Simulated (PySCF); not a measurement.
Homolysis of single bonds, series Al Br-SiH3. Isolated molecules, 0 K electronic values unless said otherwise. Strings in code marks are SMILES.

All values below come from PBE-D3(BJ)/def2-TZVP // PBE0-D3(BJ)/def2-TZVP run with PySCF 2.14.0. 

| species | dipole moment (D) |
|---|---|
| whole molecule (`[Al]([SiH3])([Br])[Br]`) | 1.27 |
| radical fragment (`[SiH3]`) | 0.03 |
| radical fragment (`[SiH3][Al][Br]`) | 1.38 |
| radical fragment (`[SiH3][Al][SiH3]`) | ? |

Q: Complete the blanks.

A: 
- radical fragment (`[SiH3][Al][SiH3]`), dipole moment (D): 0.66
